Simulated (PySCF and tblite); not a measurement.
Results of a calculation; reference values are marked as such.
2 E/Z isomers of C₂H₂F₂, numbered alike:

```
isomer                     SMILES  descriptors
     A  [F:1]/[CH:2]=[CH:3]\[F:4]        2=3 Z
     B  [F:1]/[CH:2]=[CH:3]/[F:4]        2=3 E
```

Protocol: conformer search, at most 4 conformers an isomer, PBE0-D3(BJ)/def2-SVP geometries, energies CAM-B3LYP/def2-TZVP (IEF-PCM, chloroform) (D3(BJ) added where defined), weights at 298.15 K with GFN2-xTB thermal terms. Programs: PySCF with density fitting and tblite.

**Question.** Rank the isomers by free energy at 298.15 K.

**Answer.** 
```csv
isomer,ΔG (kcal/mol),"ΔE, lowest conformer",conformers,largest weight %,rms dipole (D)
A,0.0,0.0,1,100,2.69
B,1.0,1.0,1,100,0.00
```

**Question.** If they could interconvert freely, what would the mixture hold (chiral isomers as racemates)?

**Answer.** A 85 %, B 15 %. A racemate gains RT ln 2.
